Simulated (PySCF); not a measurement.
Working out the electron affinity of Al

Al⁻ [Ne] 3s2 3p2 (3P) → Al [Ne] 3s2 3p1 (2P). Computed with PySCF 2.14 in aug-cc-pCVTZ-DK (8s7p5d3f, 75 functions), with the spin-free X2C one-electron Hamiltonian (Gaussian nucleus). Frozen: nothing. Energies in hartree (1 hartree = 27.21139 eV):

```tsv
part	Al⁻ (lower)	Al (upper)
UHF	-242.314998	-242.314584
CCSD correlation	-0.379221	-0.366473
(T)	-0.006194	-0.004441
```

What does Hartree-Fock give?

(-242.314584) − (-242.314998) = 0.000414 hartree = 0.011 eV.

What do CCSD and CCSD(T) give?

The CCSD correlation energies differ by 0.012748 hartree = 0.347 eV and the triples by 0.001753 hartree = 0.048 eV, so CCSD gives 0.358 eV and CCSD(T) 0.406 eV.

A first-order spin-orbit estimate adds -0.003 eV to CCSD(T) (all electrons), giving 0.403 eV against 0.433 eV (measured; photodetachment measurements, as compiled on the Wikipedia data page of electron affinities).

What remains against the reference includes basis incompleteness and higher excitations.
